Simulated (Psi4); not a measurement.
**One shape, several levels: doublet [SiH4O2]+**

Wanted: a comparison of 6 runs (U-wB97X/def2-SVPD, UBHLYP/def2-SVPD, UBLYP/def2-SVPD, UM06-2X/def2-SVPD, UPBE0/def2-SVPD, USVWN5/def2-SVPD) of doublet [SiH4O2]+. 

Program for the calculation: Psi4 1.11.

1 further run of the same task is left out (set aside as unsound or not needed).

## (1) The molecule

[SiH4O2]+ has 7 atoms, charge +1, and is taken as a doublet. As SMILES of the parent species, `O[SiH2]O`. Geometry: relaxed at PBE0-D4/def2-TZVP. This is one conformer, not always the lowest. That shape belongs to the parent species and isn't relaxed for this state.

Bond lengths: O1–Si2 1.642 Å, Si2–O3 1.642 Å, O1–H4 0.958 Å, Si2–H5 1.481 Å, Si2–H6 1.481 Å, O3–H7 0.958 Å. Angles: O1–Si2–O3 113.5°, O1–Si2–H5 111.5°, O1–Si2–H6 103.9°, O3–Si2–H5 103.9°, O3–Si2–H6 111.5°, Si2–O1–H4 117.7°, Si2–O3–H7 117.7°, H5–Si2–H6 112.9°.

## (2) A single-point energy at U-wB97X/def2-SVPD (run 1)

Contents of h4o2si.xyz:

```xyz
7
H4O2Si
O     -1.385150    -0.243860    -0.354380
Si     0.051410     0.422210     0.079240
O      1.274030    -0.668570     0.183160
H     -1.456660    -0.615580    -1.234790
H      0.526670     1.393040    -0.933360
H     -0.229300     1.048860     1.391580
H      1.219010    -1.336090     0.868560
```

Contents of job.py:

```python
import psi4

psi4.set_memory('2200 MB')
psi4.set_num_threads(1)
psi4.core.set_output_file('h4o2si.out', False)

with open('h4o2si.xyz') as f:
    atoms = ''.join(f.readlines()[2:])
m = psi4.geometry('1 2\n' + atoms + 'symmetry c1')

options = {'reference': 'uks', 'puream': True, 'e_convergence': 1e-09, 'd_convergence': 1e-08, 'scf_type': 'pk', 'dft_radial_points': 99, 'dft_spherical_points': 590, 'maxiter': 100}
psi4.set_options(options)

E = psi4.energy("wb97x/def2-SVPD")
print(f'wb97x/def2-SVPD energy: {E:.10f} Eh')
for k, v in sorted(psi4.core.scalar_variables().items()):
    print(f'{k:45s} {v:18.10f}')
```

Started as:

```console
$ python job.py
```

h4o2si.out:

```text
[...]
  Running in c1 symmetry.
[...]
  Nuclear repulsion =  120.473951977127712
[...]
  Multiplicity = 2
[...]
  Nalpha       = 17
  Nbeta        = 16
[...]
    Number of basis functions: 102
[...]
   @UKS iter   1:  -441.53533838700451   -5.88748e-03   7.28251e-03 ADIIS/DIIS
[...]
   @UKS iter  19:  -441.76308361567368   -7.38964e-13   3.29490e-09 DIIS
[...]
   @S^2 Observed:                7.611471930E-01
[...]
    Orbital Energies [Eh]
    ---------------------
    Alpha Occupied:
       1A    -66.445080     2A    -19.491211     3A    -19.491195
       4A     -5.702979     5A     -4.064637     6A     -4.062384
       7A     -4.062195     8A     -1.403975     9A     -1.382671
      10A     -0.973119    11A     -0.907718    12A     -0.827867
      13A     -0.793269    14A     -0.769561    15A     -0.726290
      16A     -0.715741    17A     -0.702395
    Alpha Virtual:
      18A     -0.126165    19A     -0.109976    20A     -0.069571
      21A     -0.065280    22A     -0.044609    23A     -0.037971
      24A      0.010271    25A      0.011407    26A      0.025206
[...]
  @UKS Final Energy:  -441.76308361567368
   => Energetics <=
    Nuclear Repulsion Energy =            120.4739519771277116
    One-Electron Energy =                -840.9568640284992398
    Two-Electron Energy =                 307.5347798599241287
    DFT Exchange-Correlation Energy =     -28.8149514242263329
    Empirical Dispersion Energy =           0.0000000000000000
    VV10 Nonlocal Energy =                  0.0000000000000000
    Total Energy =                       -441.7630836156736791
[...]
 Multipole Moments:
 ------------------------------------------------------------------------------------
     Multipole            Electronic (a.u.)      Nuclear  (a.u.)        Total (a.u.)
 ------------------------------------------------------------------------------------
 L = 1.  Multiply by 2.5417464519 to convert [e a0] to [Debye]
 Dipole X            :         -0.0327194            0.0730497            0.0403302
 Dipole Y            :         -0.2678635            0.5995835            0.3317200
 Dipole Z            :         -0.0502868            0.1124927            0.0622059
 Magnitude           :                                                    0.3399033
[...]
```

Standard output:

```text
wb97x/def2-SVPD energy: -441.7630836157 Eh
CURRENT ENERGY                                   -441.7630836157
CURRENT REFERENCE ENERGY                         -441.7630836157
DD SOLVATION ENERGY                                 0.0000000000
DFT FUNCTIONAL TOTAL ENERGY                      -441.7630836157
DFT TOTAL ENERGY                                 -441.7630836157
DFT VV10 ENERGY                                     0.0000000000
DFT XC ENERGY                                     -28.8149514242
GRID ELECTRONS ALPHA                               16.9999999094
GRID ELECTRONS BETA                                16.0000000451
GRID ELECTRONS TOTAL                               32.9999999544
NUCLEAR REPULSION ENERGY                          120.4739519771
ONE-ELECTRON ENERGY                              -840.9568640285
PCM POLARIZATION ENERGY                             0.0000000000
PE ENERGY                                           0.0000000000
SCF ITERATION ENERGY                             -441.7630836157
SCF ITERATIONS                                     19.0000000000
SCF TOTAL ENERGY                                 -441.7630836157
TWO-ELECTRON ENERGY                               307.5347798599
XC GRID RADIAL POINTS                              99.0000000000
XC GRID SPHERICAL POINTS                          590.0000000000
XC GRID TOTAL POINTS                           392892.0000000000
```

Run time: 50 s. Hardware: 1 thread of AMD EPYC 7B13 (Zen 3), shared host; peak memory 1.1 GiB.

## (3) A single-point energy at UBHLYP/def2-SVPD (run 2)

Contents of calc.py:

```python
import psi4

psi4.set_memory('2200 MB')
psi4.set_num_threads(1)
psi4.set_output_file('run.log', False)

molecule = psi4.geometry("""
1 2
O     -1.385150    -0.243860    -0.354380
Si     0.051410     0.422210     0.079240
O      1.274030    -0.668570     0.183160
H     -1.456660    -0.615580    -1.234790
H      0.526670     1.393040    -0.933360
H     -0.229300     1.048860     1.391580
H      1.219010    -1.336090     0.868560
units angstrom
symmetry c1
no_reorient
no_com
""")

psi4.set_options({
    'reference': 'uks',
    'puream': True,
    'e_convergence': 1e-09,
    'd_convergence': 1e-08,
    'scf_type': 'pk',
    'dft_radial_points': 99,
    'dft_spherical_points': 590,
    'maxiter': 100,
})

E = psi4.energy('bhhlyp/def2-SVPD', molecule=molecule)
print(f'total energy {E:.8f} hartree = {E * 27.211386:.5f} eV')
```

Started as:

```console
$ python calc.py
```

run.log:

```text
[...]
  Running in c1 symmetry.
[...]
  Nuclear repulsion =  120.473951977127712
[...]
  Multiplicity = 2
[...]
  Nalpha       = 17
  Nbeta        = 16
[...]
    Number of basis functions: 102
[...]
   @UKS iter   1:  -441.50431249850209    4.25107e-02   7.33049e-03 DIIS/ADIIS
[...]
   @UKS iter  17:  -441.73023133435356   -2.35900e-11   6.62516e-09 DIIS
[...]
   @S^2 Observed:                7.695894294E-01
[...]
    Orbital Energies [Eh]
    ---------------------
    Alpha Occupied:
       1A    -67.468536     2A    -19.969201     3A    -19.969154
       4A     -5.934922     5A     -4.204891     6A     -4.202016
       7A     -4.201739     8A     -1.410479     9A     -1.389358
      10A     -0.939294    11A     -0.873636    12A     -0.797106
      13A     -0.762247    14A     -0.736127    15A     -0.694695
      16A     -0.690115    17A     -0.668583
    Alpha Virtual:
      18A     -0.176791    19A     -0.161211    20A     -0.124791
      21A     -0.117614    22A     -0.095090    23A     -0.093242
      24A     -0.045455    25A     -0.043697    26A     -0.027007
[...]
  @UKS Final Energy:  -441.73023133435356
   => Energetics <=
    Nuclear Repulsion Energy =            120.4739519771277116
    One-Electron Energy =                -841.0381446536258636
    Two-Electron Energy =                 299.0898220070304205
    DFT Exchange-Correlation Energy =     -20.2558606648858870
    Empirical Dispersion Energy =           0.0000000000000000
    VV10 Nonlocal Energy =                  0.0000000000000000
    Total Energy =                       -441.7302313343535616
[...]
 Multipole Moments:
 ------------------------------------------------------------------------------------
     Multipole            Electronic (a.u.)      Nuclear  (a.u.)        Total (a.u.)
 ------------------------------------------------------------------------------------
 L = 1.  Multiply by 2.5417464519 to convert [e a0] to [Debye]
 Dipole X            :          0.2525834           -0.2069250            0.0456584
 Dipole Y            :          2.0742280           -1.6974843            0.3767438
 Dipole Z            :          0.3887987           -0.3182488            0.0705499
 Magnitude           :                                                    0.3860024
[...]
```

The script printed:

```text
total energy -441.73023133 hartree = -12020.09183 eV
```

Run time: 40 s. Hardware: 1 thread of AMD EPYC 7B13 (Zen 3), shared host; peak memory 0.97 GiB.

Runs 3 to 5 aren't shown in full; the table further down has their settings and results.

## (4) A single-point energy at USVWN5/def2-SVPD (run 6)

Contents of h4o2si.py:

```python
import psi4

psi4.set_memory(2200000000)
psi4.set_num_threads(1)
psi4.set_output_file('output.dat', False)

geom = psi4.geometry("""
1 2
O     -1.385150    -0.243860    -0.354380
Si     0.051410     0.422210     0.079240
O      1.274030    -0.668570     0.183160
H     -1.456660    -0.615580    -1.234790
H      0.526670     1.393040    -0.933360
H     -0.229300     1.048860     1.391580
H      1.219010    -1.336090     0.868560
symmetry c1
""")

options = {'basis': 'def2-SVPD', 'reference': 'uks', 'puream': True, 'e_convergence': 1e-09, 'd_convergence': 1e-08, 'scf_type': 'pk', 'dft_radial_points': 99, 'dft_spherical_points': 590, 'maxiter': 100}
psi4.set_options(options)

e, wfn = psi4.energy("scf", dft_functional={"name": "SVWN5", "x_functionals": {"LDA_X": {}}, "c_functionals": {"LDA_C_VWN": {}}}, return_wfn=True)
psi4.oeprop(wfn, "LOWDIN_CHARGES", "DIPOLE", "MULLIKEN_CHARGES", title="SCF")
print('E =', round(e, 9))
for k, v in sorted(psi4.core.scalar_variables().items()):
    print(f'{k:45s} {v:18.10f}')
```

Started as:

```console
$ python h4o2si.py
```

output.dat:

```text
[...]
  Running in c1 symmetry.
[...]
  Nuclear repulsion =  120.473951977127712
[...]
  Multiplicity = 2
[...]
  Nalpha       = 17
  Nbeta        = 16
[...]
    Number of basis functions: 102
[...]
   @UKS iter   1:  -439.19373951044986    4.32998e-01   9.70905e-03 ADIIS/DIIS
[...]
   @UKS iter  15:  -439.57972792203304   -3.06954e-11   4.86890e-09 DIIS
[...]
   @S^2 Observed:                7.522686662E-01
[...]
  @UKS Final Energy:  -439.57972792203304
   => Energetics <=
    Nuclear Repulsion Energy =            120.4739519771277116
    One-Electron Energy =                -840.8523589772262312
    Two-Electron Energy =                 317.7699543698788602
    DFT Exchange-Correlation Energy =     -36.9712752918134271
    Empirical Dispersion Energy =           0.0000000000000000
    VV10 Nonlocal Energy =                  0.0000000000000000
    Total Energy =                       -439.5797279220330438
[...]
 Multipole Moments:
 ------------------------------------------------------------------------------------
     Multipole            Electronic (a.u.)      Nuclear  (a.u.)        Total (a.u.)
 ------------------------------------------------------------------------------------
 L = 1.  Multiply by 2.5417464519 to convert [e a0] to [Debye]
 Dipole X            :         -0.0465589            0.0730497            0.0264908
 Dipole Y            :         -0.3819455            0.5995835            0.2176380
 Dipole Z            :         -0.0716555            0.1124927            0.0408372
 Magnitude           :                                                    0.2230151
[...]
  Mulliken Charges: (a.u.)
   Center  Symbol    Alpha    Beta     Spin     Total
       1     O     4.31843  4.07506  0.24337 -0.39348
       2    SI     6.64432  6.53287  0.11144  0.82281
       3     O     4.31841  4.07506  0.24335 -0.39348
       4     H     0.37141  0.36925  0.00217  0.25934
       5     H     0.48801  0.28925  0.19876  0.22274
       6     H     0.48800  0.28926  0.19874  0.22274
       7     H     0.37142  0.36925  0.00217  0.25933
   Total alpha = 17.00000, Total beta = 16.00000, Total charge =  1.00000
  Lowdin Charges: (a.u.)
[...]
```

On the terminal:

```text
E = -439.579727922
CURRENT ENERGY                                   -439.5797279220
CURRENT REFERENCE ENERGY                         -439.5797279220
DD SOLVATION ENERGY                                 0.0000000000
DFT FUNCTIONAL TOTAL ENERGY                      -439.5797279220
DFT TOTAL ENERGY                                 -439.5797279220
DFT VV10 ENERGY                                     0.0000000000
DFT XC ENERGY                                     -36.9712752918
GRID ELECTRONS ALPHA                               16.9999999458
GRID ELECTRONS BETA                                16.0000000527
GRID ELECTRONS TOTAL                               32.9999999985
NUCLEAR REPULSION ENERGY                          120.4739519771
ONE-ELECTRON ENERGY                              -840.8523589772
PCM POLARIZATION ENERGY                             0.0000000000
PE ENERGY                                           0.0000000000
SCF ITERATION ENERGY                             -439.5797279220
SCF ITERATIONS                                     15.0000000000
SCF TOTAL ENERGY                                 -439.5797279220
TWO-ELECTRON ENERGY                               317.7699543699
XC GRID RADIAL POINTS                              99.0000000000
XC GRID SPHERICAL POINTS                          590.0000000000
XC GRID TOTAL POINTS                           392892.0000000000
```

It took 28 s on 1 thread of AMD EPYC 7B13 (Zen 3), shared host; peak memory 0.7 GiB.

## (5) The series

```
run              level      task  energy (Eh)  HOMO energy (eV)  LUMO energy (eV)   ⟨S²⟩  wall time
  1  U-wB97X/def2-SVPD    energy  -441.763084            -18.20            -11.96  0.761       50 s
  2   UBHLYP/def2-SVPD    energy  -441.730231            -16.97            -13.13  0.770       40 s
  3    UBLYP/def2-SVPD    energy  -441.805711            -14.56            -14.19  0.754       37 s
  4  UM06-2X/def2-SVPD  gradient  -441.728212            -17.15            -13.12  0.763      2 min
  5    UPBE0/def2-SVPD    energy  -441.533311            -15.91            -13.76  0.760       42 s
  6   USVWN5/def2-SVPD    energy  -439.579728            -14.69            -14.41  0.752       28 s
```

## (6) Results

```
                                 quantity          value
                      run 6: total energy  -439.57973 Eh
run 6: HOMO energy (highest over α and β)      -14.69 eV
 run 6: LUMO energy (lowest over α and β)      -14.41 eV
                              run 6: ⟨S²⟩          0.752
```

What this shows: Totals of different functionals can't be ranked against each other. All runs together took 5.2 min, the longest 2 min.
